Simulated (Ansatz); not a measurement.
A run of Ansatz (development build ahead of 0.2.0) on doublet HClO(+) at this shape:

```yaml
atoms:
  - { symbol: O, position_ang: [-0.4360, -0.8650, -0.5260] }
  - { symbol: H, position_ang: [-0.5966, -0.4837, -1.4018] }
  - { symbol: Cl, position_ang: [0.2403, 0.4355, 0.3300] }
```

Its results:

```
Converged                       : yes
Total energy                    : -535.10355 hartree
Spin squared of the determinant : 0.753
Stability test                  : minimum
```

Forces (eV/Å):
| atom | Fx | Fy | Fz |
| --- | --- | --- | --- |
| O1 | 1.470 | 2.053 | 2.614 |
| H2 | -0.349 | 0.241 | -1.332 |
| Cl3 | -1.120 | -2.294 | -1.282 |

(1) Which input gives this output? Name the method, the orbitals and the basis set, and write the input.

Answers

(1) PBE0 (unrestricted) in def2-SVP.

```yaml
crystal:
  periodic: [false, false, false]
  atoms:
    - { symbol: O, position_ang: [-0.436, -0.865, -0.526] }
    - { symbol: H, position_ang: [-0.5966, -0.4837, -1.4018] }
    - { symbol: Cl, position_ang: [0.2403, 0.4355, 0.33] }
basis:
  gaussian: { orbitals: def2-SVP }
total_charge: 1
magnetization:
  spin_polarized: true
  initial_magnetization: 1
hamiltonian:
  xc: pbe0
output:
  forces: true
```
